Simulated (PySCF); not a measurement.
**Orbital picture of N₂**

CAM-B3LYP at R = 1.114 Å; PySCF, no relativity, basis sets N 3-21G. State: ¹Σg⁺ (singlet), closed shell. Only the outer orbitals are listed.

| orbital | occ. | ε (eV) | main shells (%) |
| --- | --- | --- | --- |
| σg | 2 | -33.61 | 72 s, 28 p |
| σu | 2 | -16.41 | 85 s, 15 p |
| πu | 2 | -14.34 | 100 p |
| πu | 2 | -14.34 | 100 p |
| σg | 2 | -12.87 | 69 p, 31 s |
| πg | 0 | 1.22 | 100 p |
| πg | 0 | 1.22 | 100 p |
| σu | 0 | 15.86 | 90 p, 10 s |

Question: Which are the highest filled and the lowest empty level, where do they sit, and how wide is the gap?

Answer: Highest filled σg at -12.87 eV (in %: 69 p, 31 s); lowest empty πg at 1.22 eV (in %: 100 p); the gap at CAM-B3LYP is 14.09 eV. An empty level above zero is unbound, and its energy depends on the basis.

| Item | Value |
| --- | --- |
| bond order (Mayer) | 2.76 |
| ⟨S²⟩ | 0.000 |
| polarisability along the bond | 12.0 bohr³ |
| polarisability across the bond | 4.3 bohr³ |

3-21G is very small, so such numbers show the basis as much as the molecule.
